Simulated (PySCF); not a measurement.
Gas-phase reaction: 2 Si2H5 ⇌ i-Si4H10. Level: PBE0/def2-TZVP; standard pressure 1 bar.

Method: PySCF energies plus ideal-gas RRHO corrections (1 bar). Open shells (unrestricted): Si2H5 (multiplicity 2); the rest are closed-shell singlets. Si2H5: computed as isolated molecules; such fragments, hydroxides, amides, oligomers or adducts are transient or little studied in the gas. The harmonic model lacks anharmonicity and excited electronic states, which grow with temperature; levels with a mode under 35 cm⁻¹ are left out. Internal rotation in Si2H5, i-Si4H10 is treated as a harmonic vibration of one conformer, which makes the entropy rough.

```
T (K)  1000/T (1/K)  log10 K
-----  ------------  -------
1200         0.8333     3.96
1400         0.7143        ?
1600         0.6250     0.91
1800         0.5556    -0.08
2000         0.5000    -0.87
2500         0.4000    -2.27
```

**Question.** Fit log10 K = a + b·(1000/T) to the five rows, get the mean ΔH° and ΔS°, and predict log10 K at 1400 K.

**Answer.** Means: 1000/T = 0.5828, log10 K = 0.330. Sums of products about the means: Sxy = 1.51958, Sxx = 0.105543, so b = Sxy/Sxx = 14.40 and a = 0.330 − (14.40)×0.5828 = -8.06.
ΔH° = −R ln 10 × 1000 K × b = −19.145 × (14.40) = -276 kJ; ΔS° = R ln 10 × a = -154 J/K. The run's own values go from -283 kJ and -160 J/K at 1200 K to -262 kJ and -148 J/K at 2500 K.
Prediction at 1400 K: -8.06 + (14.40)×0.7143 = 2.23. The computed value is 2.21, 0.02 from the line.
For scale, ΔH°(298 K) is -294 kJ at this level, -315 kJ at ωB97M-V/def2-TZVP†, and runs from -338 to -215 kJ over the 17 levels computed († marks an energy on the PBE0/def2-TZVP geometry).
